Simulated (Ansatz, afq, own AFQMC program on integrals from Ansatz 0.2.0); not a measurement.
AFQMC on a folder of integrals that Ansatz 0.2.0 wrote.

```yaml
crystal:
  periodic: [false, false, false]
  atoms:
    - {symbol: Ge, position_ang: [-0.063493, 0.000000, 1.131782]}
    - {symbol: Ge, position_ang: [0.033583, 0.000000, -1.133064]}
    - {symbol: H, position_ang: [0.460626, -1.257455, 1.848555]}
    - {symbol: H, position_ang: [0.460626, 1.257455, 1.848555]}
    - {symbol: H, position_ang: [0.617112, 1.257455, -1.802361]}
    - {symbol: H, position_ang: [0.617112, -1.257455, -1.802361]}
basis:
  gaussian: {orbitals: 6-31G}
magnetization: {spin_polarized: false}
correlation: {method: ccsd_t, electrons: outside_noble_gas, hamiltonian_folder: ham}
```

```sh
$ ansatz run in.yaml --threads 1 --pin off --events-out ev --progress --plain --max-ram 1382MiB
```

afq runs on the folder ham with

```
--method phaseless --trial cisd --walkers 60 --populations 1 --least-time 40 --time-step 0.005 --steps-per-block 50 --equilibration-blocks 40 --max-blocks 300 --target-error 0.00084 --factor-cut 1e-05 --seed 6175 --release-times 0.24,0.51,0.99,1.62,2.4 --release-step 0.03 --release-every 4 --taylor-order 6
```

Times are imaginary, in 1/Eh. The walk had a cap of 1472 s. Filled inner d shells are frozen with the cores.

Output of the walk:

```
orbitals 38  electrons 6 6  factors 340 of 628
reference energy -4152.27516699 Eh
CCSD correlation -0.15913461 Eh in 10 cycles, weight of the determinant in the CISD state 0.8256
energy of the start -4152.434302 Eh
 block  time / (1/Eh)  mean weight  energy / Eh
     1     0.250  1.0001  -4152.431880
     2     0.500  0.9981  -4152.431528
     3     0.750  1.0004  -4152.432453
     4     1.000  1.0006  -4152.433686
     5     1.250  0.9986  -4152.434004
     9     2.250  0.9987  -4152.437508
    21     5.250  1.0015  -4152.436634
    41    10.250  0.9996  -4152.441356
    56    14.000  0.9997  -4152.448416
    61    15.250  1.0012  -4152.445563
    81    20.250  1.0006  -4152.441492
    86    21.500  0.9993  -4152.434125
   101    25.250  0.9989  -4152.440089
   121    30.250  1.0004  -4152.436842
   141    35.250  0.9999  -4152.435245
   161    40.250  0.9977  -4152.442741
   181    45.250  1.0003  -4152.437989
   196    49.000  1.0003  -4152.437294
blocks merged  error / Eh  count
     1  0.000284  160
     2  0.000347  80
     4  0.000433  40
     8  0.000488  20
    16  0.000563  10
released: time / (1/Eh)  energy / Eh  error  mean overlap
  0.24  -4152.438912  0.000603  1.0068
  0.51  -4152.439036  0.000687  1.0052
  0.99  -4152.439107  0.000362  1.0223
  1.62  -4152.439963  0.000449  1.0244
  2.40  -4152.440612  0.000549  1.0150
energy -4152.438798 +/- 0.000488 Eh
(rows thinned)
```

The run passed its tests (sampling time, drift between the halves within three errors, error under three times the target), which doesn't prove that it has relaxed.

Against this walk (error 13.3 meV) on the same determinant: CCSD(T) 7.9 meV lower (within the noise). The error is statistical and leaves out the bias of the constraint. None of these is a sure reference here. The released energies are still falling (meV from the phaseless value at times in 1/Eh: -3 ± 16 at 0.24, -6 ± 19 at 0.51, -8 ± 10 at 0.99, -32 ± 12 at 1.62, -49 ± 15 at 2.40), so they give no level.

Cautions: constraint bias not in the error; no relativity below Rb; no spin-orbit coupling; inner d shell frozen; higher spins were not checked; restricted determinant unstable towards unrestricted (UHF 764 meV lower, ⟨S²⟩ 0.84); strong correlation (T1 0.013, weight of the determinant 0.83, largest double 0.29); the bias of populations of 60 walkers isn't removed.

The walk took 2.6 min on 1 thread of Intel(R) Xeon(R) Platinum 8488C (Sapphire Rapids), on a shared host. The log's last line is the phaseless energy.

A walk keeps the symmetry of its determinant, which the program's search chose and which needn't be the lowest solution, so a lower state of the same spin and another symmetry isn't excluded.
